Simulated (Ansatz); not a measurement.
# AlPH (quartet): from Hartree-Fock to the top rungs at scale of all distances = 0.865, 6-31G

Aim: climb from Hartree-Fock through coupled cluster and multireference methods for AlPH (quartet) at one geometry and basis, and see what each rung misses.

Computed with Ansatz 0.2.0, Gaussian basis. Level: 6-31G, core rule «outside noble gas», up to 10 orbitals frozen.

Plan: UHF; CCSD(T) on ROHF; CCSD(T) on UHF; BCCD(T) on ROHF; CISD; CCSDT(Q) on ROHF; CCSDT(Q) on UHF; CCSDTQ on ROHF; CASSCF and MRCISD+Q, 5 electrons in 5 orbitals; CASSCF and NEVPT2, 5 electrons in 5 orbitals; CASSCF and MRCISD+Q, 9 electrons in 9 orbitals; CASSCF and NEVPT2, 9 electrons in 9 orbitals; Full CI.

16 further runs of the same task are left out: 11 that didn't finish, 5 set aside as unsound or not needed.

### 1 What is computed

The geometry derives from a PBE0/def2-TZVP stationary point (not a proven minimum). All distances are scaled together.

3 atoms, charge 0, spin multiplicity 4.

Atoms are counted from 1 here; the program's logs count them from 0.

Bond lengths: Al1–P2 2.064 Å, Al1–H3 1.396 Å. Angles: P2–Al1–H3 114.3°.

### 2 UHF

in.yaml reads:

```yaml
crystal:
  periodic: [false, false, false]
  atoms:
    - {symbol: Al, position_ang: [0.000000, -0.093157, 1.070621]}
    - {symbol: P, position_ang: [0.000000, 0.044123, -0.988900]}
    - {symbol: H, position_ang: [0.000000, 1.137841, 1.729219]}
basis:
  gaussian: {orbitals: 6-31G}
magnetization: {spin_polarized: true, initial_magnetization: 3}
hamiltonian: {xc: hf}
output: {orbitals: {seedname: orbitals}}
```

Run with:

```bash
> ansatz run in.yaml --threads 1 --pin off --events-out ev --progress --plain --max-ram 2393MiB
```

The runs that follow: CCSD(T) on ROHF; CCSD(T) on UHF; BCCD(T) on ROHF; CISD; CCSDT(Q) on ROHF; CCSDT(Q) on UHF; CCSDTQ on ROHF; CASSCF and MRCISD+Q, 5 electrons in 5 orbitals; CASSCF and NEVPT2, 5 electrons in 5 orbitals; CASSCF and MRCISD+Q, 9 electrons in 9 orbitals; CASSCF and NEVPT2, 9 electrons in 9 orbitals; Full CI.

Q: Predict the results of all the runs planned. Wanted: FCI below the RHF energy; RMP2 from FCI; UMP2 from FCI; RCCSD from FCI; RCCSD(T) from FCI; UCCSD(T) from FCI; RCCSDT(Q) from FCI; UCCSDT(Q) from FCI; NEVPT2 pair from FCI.

As calculated:

| quantity | value |
| --- | --- |
| FCI below the RHF energy | -1.7779 eV |
| RMP2 from FCI | +505.5 meV |
| UMP2 from FCI | +500.8 meV |
| RCCSD from FCI | +46.8 meV |
| RCCSD(T) from FCI | +13.4 meV |
| UCCSD(T) from FCI | +13.2 meV |
| RCCSDT(Q) from FCI | +0.1 meV |
| UCCSDT(Q) from FCI | -0.3 meV |
| NEVPT2 pair from FCI | +434.8 meV |
| MRCISD+Q pair from FCI | +14.0 meV |
| NEVPT2 valence from FCI | +249.2 meV |
| levels within 1 kcal/mol (43 meV) | RCCSD(T), UCCSD(T), BCCD(T), RCCSDT, UCCSDT, RCCSDT(Q), UCCSDT(Q), RCCSDTQ, MRCISD+Q pair, MRCISD valence, MRCISD+Q valence |
| T1 diagnostic | 0.024 |
| effectively unpaired electrons | 3.02 |

**Reading.** RCCSD(T) misses by +13.4 meV, 0.8 % of the correlation energy. One determinant dominates. Of the multireference levels listed MRCISD+Q valence comes nearest in total energy (+8.1 meV), which doesn't show that its space is the better one. These misses are within one basis, not against nature; the frozen cores of restricted and unrestricted runs differ, which can shift their rows.
